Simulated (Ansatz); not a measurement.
A calculation on chalcopyrite CuGaSe2 returned lattice constant a 5.570 Å, lattice parameter c 11.074 Å, equilibrium volume per atom 21.47 Å³/atom, bulk modulus 70.8 GPa, cohesive energy 3.75 eV/atom, formation enthalpy -0.456 eV/atom.

For reference: lattice constant a 5.619 Å (measured, 293 K, no zero-point or thermal correction, sources range from 5.596 to 5.619; as tabulated in Souilah et al., J. Solid State Chem. 183, 2274 (2010), by the Crystallography …); lattice parameter c 11.026 Å (measured, 293 K, not corrected to a static lattice; as tabulated in Souilah et al., J. Solid State Chem. 183, 2274 (2010), by the Crystallography …).

**Question.** Which level of theory produced these numbers?
A. PBEsol (Ansatz, a program for electronic structure)
B. LDA (Ansatz)
C. PBE (Ansatz)
D. r²SCAN (Ansatz)

**Answer.** A, PBEsol (Ansatz)

The others give: r²SCAN 5.609 Å, 11.095 Å, 21.81 Å³/atom, 69.7 GPa, 3.52 eV/atom, -0.575 eV/atom; PBE 5.672 Å, 11.259 Å, 22.64 Å³/atom, 60.0 GPa, 3.33 eV/atom, -0.478 eV/atom; LDA 5.509 Å, 10.960 Å, 20.78 Å³/atom, 77.9 GPa, 4.22 eV/atom, -0.454 eV/atom.

Unless a cell is named, each level is at its own relaxed cell (LDA 20.78, PBE 22.64, PBEsol 21.47, r²SCAN 21.81 Å³/atom).

Ansatz's density-functional and Hartree–Fock values are scalar-relativistic unless marked +SOC, with PAW data made under PBE.
